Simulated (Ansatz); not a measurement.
`FC(Cl)(Cl)Cl` → `F[C](Cl)Cl`• + Cl• at 400 K and 1 bar (homolysis of the C–Cl bond).

Isolated molecules relaxed with PBE0-D4/def2-TZVP in Ansatz; ΔE leaves out vibrations. CBS: MP2 limit from def2 TZ/QZ plus the TZ coupled-cluster correction, frozen cores. This one scheme is used for every species, atoms too. Open shells (•) are unrestricted, without spin–orbit coupling. Spin–orbit coupling would lower the free atoms: a little for Cl.

| species | CCSD(T)/CBS energy (Eh) | H − E (kJ/mol) | S (J/(mol·K)) |
| --- | --- | --- | --- |
| `FC(Cl)(Cl)Cl` | -1517.14952 | 54.3 | 333.5 |
| `F[C](Cl)Cl`• | -1057.31613 | 42.8 | 316.2 |
| Cl• | -459.70966 | 8.3 | 174.4 |

H − E and S are ideal-gas, rigid-rotor, harmonic terms from PBE0-D4/def2-TZVP, with the whole ground term of open shells counted as degenerate. 1 Eh = 2625.50 kJ/mol, R = 8.31446 J/(mol·K).

Q: By hand: ΔE, ΔH, ΔS and ΔG.

A: ΔE = (-1057.31613) + (-459.70966) − (-1517.14952) = 0.12373 Eh = 324.9 kJ/mol. Δ(H − E) = 42.8 + 8.3 − 54.3 = -3.2, so ΔH = 321.7 kJ/mol. ΔS = 316.2 + 174.4 − 333.5 = 157.1 J/(mol·K). ΔG = 321.7 − 400 × (157.1)/1000 = 258.9 kJ/mol.

Q: By hand: the equilibrium constant, and the temperature at which ΔG would vanish if ΔH and ΔS stayed fixed.

A: log₁₀ K = −ΔG/(RT ln 10) = -33.8. ΔG = 0 at ΔH/ΔS = 2048 K.

The number of gas molecules changes by +1, which sets the sign of ΔS. A doubt of 5 kJ/mol in ΔE shifts log₁₀ K by 0.7 here. These are equilibria of isolated gas molecules and say nothing of rates. Largest T1 diagnostic: 0.015 (customary marks: 0.02 for closed shells, 0.045 for open ones).
